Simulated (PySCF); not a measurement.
Static response to an electric field

Compound: formic anhydride, C2H2O3.
Cartesian coordinates in Å at the PBE0-D3(BJ)/def2-SVP level; atoms count from 1:
```
atom  x, y, z in Å
O1    -1.279    1.247    0.131
C2    -1.174    0.071    0.210
O3    -0.021   -0.665    0.114
C4     1.199   -0.134   -0.224
O5     1.423    0.973   -0.576
H6    -2.001   -0.647    0.395
H7     1.945   -0.948   -0.119
```

Level: PBE0/def2-SVPD (PySCF), static field, nuclei fixed, core orbitals frozen in the response. The polarisability tensor in these axes (au):

```
x   41.58 -0.80 -3.52
y   -0.80 38.28 -2.50
z   -3.52 -2.50 24.55
```

Give the principal values, the mean and the anisotropy Δα = √{½[(α1 − α2)² + (α2 − α3)² + (α1 − α3)²]}.

Principal values 23.39, 38.71 and 42.30 au; mean 34.80 au = 5.16 Å³ = 5.74 × 10⁻⁴⁰ C²·m²/J; Δα = 17.39 au (50 % of the mean).

What is the dipole moment, and where does it point?

(-0.18, -3.46, 0.65) D, 3.53 D in size, pointing from the negative to the positive side. Measured along this direction, the outermost atoms are O5 and O1 at the negative end and H6 and H7 at the positive end.

Give the principal axes and the span of the nuclei along them.

Largest value along (0.98, -0.08, -0.18), where the nuclei span 3.99 Å; middle along (0.05, 0.98, -0.19), 1.95 Å; least along (0.19, 0.17, 0.97), 0.22 Å. The response follows the extents in order.

Orientational against electronic polarisability at 400 K (dilute gas, rigid molecules)?

In Gaussian units μ²/3kT = 75.11 Å³ against 5.16 Å³, a ratio of 14.56; the Debye molar polarisation (4π/3)N_A(α + μ²/3kT) is 202.5 cm³/mol, leaving out the vibrational part.

Find the Langevin capture rate constant for H3O+ (19.018 u) meeting this molecule (74.000 u), k = 2.342 × 10⁻⁹ cm³/s × √(α in Å³ / reduced mass in u).

The reduced mass is 15.13 u, so k = 1.37 × 10⁻⁹ cm³/s. The formula leaves out the permanent dipole, which adds to the capture rate.

In TDDFT the mean static polarisability is Σ f/ω² over all singlet excitations (ω in hartree). How much of it do the 10 lowest give? Their energies (eV) and oscillator strengths: 4.74, 0.0022; 5.70, 0.0000; 6.98, 0.0000; 7.52, 0.1337; 7.91, 0.0067; 8.01, 0.0037; 8.41, 0.0003; 8.64, 0.0705; 9.13, 0.1429; 9.18, 0.0035.

They add up to 3.95 au, 11.4 % of the 34.80 au; the largest single term is 1.75 au, from the state at 7.52 eV. Terms in order: 0.07, 0.00, 0.00, 1.75, 0.08, 0.04, 0.00, 0.70, 1.27, 0.03 au. Higher excitations give the rest. The strengths listed sum to 0.364.

The structure is a single PBE0-D3(BJ)/def2-SVP conformer in the gas phase; no vibrational or solvent corrections.
